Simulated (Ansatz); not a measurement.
Born–Oppenheimer molecular dynamics of C2H5NS (9 atoms, charge 0, multiplicity 1). It starts at the highest image of a converged band, a first-order saddle point between two minima.

The calculation used RKS PBE0/6-31G* in Ansatz.

| Property | Result |
| --- | --- |
| ensemble | NVE (velocity Verlet) |
| time step | 0.5 fs |
| steps asked | 200 |
| starting velocities drawn for | 300 K |
| seed | 5123 |

First frame:

```xyz
9
Properties=species:S:1:pos:R:3
C -0.676 0.890 -0.256
C 0.109 -0.370 -0.116
N 1.005 -0.631 0.788
S -0.008 -1.764 -1.131
H -0.516 1.320 -1.249
H -1.745 0.672 -0.166
H -0.397 1.626 0.503
H 1.077 -1.850 0.107
H 1.240 0.060 1.502
```

Problem. How far do the bonds stretch over the last three quarters of this one trajectory? (Pairs bonded in most of those frames.)

Solution. 
```csv
bond,mean (Å),spread (Å),shortest,longest
C1–C2,1.532,0.071,1.41,1.63
C1–H5,1.093,0.014,1.07,1.11
C1–H6,1.096,0.007,1.08,1.11
C1–H7,1.097,0.009,1.08,1.11
C2–N3,1.362,0.063,1.26,1.47
C2–S4,1.681,0.073,1.55,1.80
N3–H8,1.057,0.118,0.87,1.23
N3–H9,1.021,0.047,0.93,1.11
```

Mean temperature of the second half: 1097 K. The conserved energy stayed within 1.9 meV per atom of its start (net change -1.9 meV per atom), so the integration is sound. The kinetic energy rose, since the run started high on the potential surface and went downhill. A run of 0.1 ps of so small a system gives no equilibrium averages. The orbitals stay closed-shell, which can raise the energy where a bond breaks towards radicals; this wasn't checked here.

Time of the run: 12 min on 1 thread of Intel(R) Xeon(R) Processor @ 2.70GHz (shared host), peak memory 0.15 GiB.
